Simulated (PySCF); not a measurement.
Gas-phase reaction: 2 AlCl₂NH₂ + Cl₂ = 2 AlCl₃ + NH₃ + NH

Computed with PySCF and rigid-rotor harmonic-oscillator thermochemistry at 1 bar. † marks an energy on the PBE0/def2-TZVP geometry and frequencies; other levels use their own. CCSD(T) freezes the core. 6-31G* has spherical d functions here. Open shells (unrestricted): NH (multiplicity 3); the rest are closed-shell singlets. B3LYP is the form with VWN-RPA correlation. AlCl₂NH₂: computed as isolated molecules; such fragments, hydroxides, amides, oligomers or adducts are transient or little studied in the gas. CCSD(T) isn't extrapolated to the basis-set limit.

| level | ΔH°(298 K), kJ |
|---|---|
| B3LYP/def2-TZVP† | ___ |
| BLYP/def2-TZVP† | ___ |
| CCSD(T)/def2-TZVPP† | 96 |
| HF/6-31G* | ___ |
| M06-2X/def2-TZVP† | 129 |
| PBE0/def2-QZVP† | 114 |
| PBE0/def2-TZVP | 110 |
| r2SCAN/def2-TZVP† | ___ |
| ωB97X-V/def2-TZVP† | 117 |

Question: Some entries are withheld; supply them.

Answer: 
- B3LYP/def2-TZVP†, ΔH°(298 K), kJ: 112
- BLYP/def2-TZVP†, ΔH°(298 K), kJ: 126
- HF/6-31G*, ΔH°(298 K), kJ: -116
- r2SCAN/def2-TZVP†, ΔH°(298 K), kJ: 101
